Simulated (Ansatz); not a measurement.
# A ladder of methods for PH (SMILES [PH])

PH: 2 atoms, total charge 0, spin state triplet. SMILES: `[PH]`. The shape is that of a GFN2-xTB optimisation.

```xyz
2

P     0.0000    0.0000    0.0000
H     0.0000    0.0000    1.3991
```

Each level gives the energy change with the P1–H2 bond stretched from 1.399 to 2.142 Å (eV). The values are calculated.

```csv
level,kind,program,value (eV),less FCI/cc-pVDZ
UHF/cc-pVDZ,Hartree–Fock,Ansatz,1.72,+0.08
UPBE/cc-pVDZ,GGA,Ansatz,1.66,+0.02
U-r2SCAN0/cc-pVDZ,hybrid meta-GGA,Ansatz,1.90,+0.26
UBHLYP/cc-pVDZ,global hybrid,Ansatz,1.96,+0.32
RPA@PBE/cc-pVDZ,RPA,Ansatz,1.72,+0.08
UCCSD(T)/cc-pVDZ,coupled cluster or CI,Ansatz,1.68,+0.04
UCCSDT(Q)/cc-pVDZ,coupled cluster or CI,Ansatz,1.64,0.00
FCI/3-21G,exact in the basis,Ansatz,1.16,-0.48
FCI/cc-pVDZ,exact in the basis,Ansatz,1.64,0.00
```

FCI/cc-pVDZ is exact within its basis and frozen core, so for wave-function methods in that basis the difference is their error; functionals converge differently with the basis, so for them it is only a difference. The first shape isn't each level's own minimum. The values span 1.16 to 1.96 eV. Spin contamination of the reference (⟨S²⟩ at least 0.1 too high) touches UHF/cc-pVDZ, U-r2SCAN0/cc-pVDZ, UBHLYP/cc-pVDZ, UCCSD(T)/cc-pVDZ, UCCSDT(Q)/cc-pVDZ. High-level rows in very small sets aren't better than simpler rows in larger ones. Without the sets that lack polarisation functions the rows with a basis span only 1.64 to 1.96 eV.
